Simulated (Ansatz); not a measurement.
Coupled-cluster diagnostics for MgO2⁻, Ansatz.

Geometry of the doublet (r2SCAN-D4/def2-TZVPD):

```
atom   x (Å)   y (Å)   z (Å)
 Mg1  -0.002   0.002  -0.001
  O2   1.097   1.410   0.427
  O3  -1.094  -1.412  -0.426
```

Correlated methods freeze 3 core orbitals; core or outer-core shells of Mg are correlated, in sets that lack core-valence functions. In CCSD on the charge -1 doublet the largest single amplitude is 0.57, so its Hartree–Fock determinant may place the open shell otherwise than the density functionals do. At PBE0-D4/def2-TZVPD a triplet of charge 0 lies 3.01 eV below the restricted singlet at the same geometry. The structure comes from a short search, and lower isomers may exist.

Geometry of the charge -1 quartet (r2SCAN-D4/def2-TZVPD):

Cartesian coordinates in Å:
```
Mg -0.5764 -0.2732 0.2426
O -0.5978 1.2898 -0.8885
O 1.1743 -1.0166 0.6459
```

Question: Estimate the CCSD(T) correlation energy, the shares of MP2 and (T), T1 and the reference's ⟨S²⟩ for: charge -1, doublet, own geometry in def2-TZVPPD; charge -1, quartet, own geometry in def2-TZVPPD; charge 0, singlet, vertical in def2-TZVPPD; and the rough time on 4 threads of Arm Neoverse V1 on a shared host.

Answer: 
```tsv
state	basis	correlation (eV)	MP2 share (%)	(T) share (%)	T1	⟨S²⟩ (pure)	wall time	remarks
charge -1, doublet, own geometry	def2-TZVPPD	-18.704	87.0	3.8	0.149	1.59 (0.75)	15 s	large T1 (0.149), spin-contaminated (⟨S²⟩ 1.59)
charge -1, quartet, own geometry	def2-TZVPPD	-16.921	93.1	2.6	0.016	3.77 (3.75)	11 s	–
charge 0, singlet, vertical	def2-TZVPPD	-24.733	92.2	12.1	0.057	0.00 (0.00)	24 s	flagged by the program, large T1 (0.057), restricted SCF unstable
```
Customary marks for T1 are 0.02 (closed shells), 0.045 (open shells) and about 0.05 (3d metals). T1 exceeds 0.02 in 2 of 3 rows and 0.045 in 2; the higher it lies, the less the single-reference result can be trusted.
